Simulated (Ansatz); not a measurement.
# Which is lower?

Two relaxed structures of BSiNH₃ (charge -1), singlet (PBE0-D4/def2-TZVPD; forces vanish, vibrations not checked).

A:

```tsv
atom	x (Å)	y (Å)	z (Å)
B1	0.4885	0.0572	-0.9446
Si2	-2.0403	0.1227	0.7388
N3	-0.4957	0.0210	-0.1810
H4	-2.1842	-1.3782	1.0681
H5	1.4118	0.0990	-1.6746
H6	-1.4378	0.4655	2.1177
```

B:

```
6
angstrom
B 0.7930 -0.1728 -0.7405
Si -1.6492 -0.2712 0.9777
N -0.2788 -0.1369 0.0843
H 1.8107 -0.7919 -0.4560
H 0.8073 0.4189 -1.8126
H -1.4831 0.9539 1.9472
```

Computed with Ansatz 0.2.0 (basis: def2-TZVPPD); correlated methods freeze the cores. B3LYP uses VWN-RPA correlation.

Which structure is lower at CCSD(T), and by how much? (An estimate is asked for; the value comes from the calculation.)

Computed: B, by 0.256 eV (electronic energy, against the other). By their contacts, A is BSiNH₃ ([BH][N][SiH2]), total charge -1 and B is BSiNH₃ ([BH2][N][SiH]), total charge -1.

All methods give the same order:

| method | E(B) − E(A) (eV) |
| --- | --- |
| PBE-D4 | -0.337 |
| r2SCAN-D4 | -0.317 |
| PBE0-D4 | -0.311 |
| B3LYP-D4 | -0.302 |
| wB97M-V | -0.293 |
| HF | -0.233 |
| MP2 | -0.202 |
| CCSD | -0.241 |
| CCSD(T) | -0.256 |

T1 diagnostic: at most 0.022.

Labels in which every atom is bracketed show which atoms are joined, not bond orders.

For scale, one of the runs: CCSD(T)/def2-TZVPPD, 173 basis functions, launched by `ansatz run in.yaml --threads 2 --pin off --events-out ev --progress --plain --max-ram 4352MiB`. The run took 22 s on 2 CPU threads of an Arm Neoverse V2 (shared host), with 1.4 GiB of host memory at its peak.
